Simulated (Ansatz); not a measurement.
```yaml
crystal:
  periodic: [false, false, false]
  atoms:
    - {symbol: N, position_ang: [-0.919780, 0.125998, -0.538883]}
    - {symbol: Si, position_ang: [0.630683, -0.041953, 0.342660]}
    - {symbol: O, position_ang: [0.918198, -1.375342, 1.172360]}
    - {symbol: H, position_ang: [-1.034465, -0.196812, -1.467757]}
    - {symbol: H, position_ang: [-1.705949, 0.269771, -0.177370]}
    - {symbol: H, position_ang: [0.660085, 1.074168, 1.347164]}
    - {symbol: H, position_ang: [1.682840, 0.014757, -0.725863]}
basis:
  gaussian: {orbitals: def2-SVP, final_grid: {core_spheres: 20, valence_spheres: 16, degree: 47}, point_charges: [{charge: 0.50, position_ang: [4.970, -0.554, 0.062]}]}
magnetization: {spin_polarized: true, initial_magnetization: 1}
hamiltonian: {xc: {name: PBE1PBE}, dispersion: d4}
output: {forces: true}
```

```sh
$ ansatz run in.yaml --threads 2 --pin off --events-out ev --progress --plain --max-ram 31744MiB --backend cpu
```

It prints (some lines left out):

```
Error: YAML parse error: error: line 14 column 19: hamiltonian.xc: no functional is named "PBE1PBE"; the names, which are not case-sensitive, are SVWN5, SPW92, PBE, PBE0, PBEsol, revPBE, revPBE0, RPBE, rPW86-PBE, HSE06, wPBEh, LC-wPBE, HISS, HF, BLYP, B3LYP, B3LYP5, BHLYP, CAM-B3LYP, r2SCAN, r2SCANh, r2SCAN0, r2SCAN50, m-r2SCAN, B97, wB97, wB97X, wB97X-V, B97M-V, wB97M-V, B2PLYP, B2GP-PLYP, PBE0-DH, PBE-QIDH
  --> <input>:14:19
   |
12 |   gaussian: {orbitals: def2-SVP, final_grid: {core_spheres: 20, valence_spheres: 16…
13 | magnetization: {spin_polarized: true, initial_magnetization: 1}
14 | hamiltonian: {xc: {name: PBE1PBE}, dispersion: d4}
   |                   ^ hamiltonian.xc: no functional is named "PBE1PBE"; the names, which are not case-sensitive, are SVWN5, SPW92, PBE, PBE0, PBEsol, revPBE, revPBE0, RPBE, rPW86-PBE, HSE06, wPBEh, LC-wPBE, HISS, HF, BLYP, B3LYP, B3LYP5, BHLYP, CAM-B3LYP, r2SCAN, r2SCANh, r2SCAN0, r2SCAN50, m-r2SCAN, B97, wB97, wB97X, wB97X-V, B97M-V, wB97M-V, B2PLYP, B2GP-PLYP, PBE0-DH, PBE-QIDH
15 | output: {forces: true}
   |
```

Problem. What is wrong with this run?

Solution. The method's name isn't one that the program takes here. The program refused the input.

HSE06 is defined as in plane-wave codes.
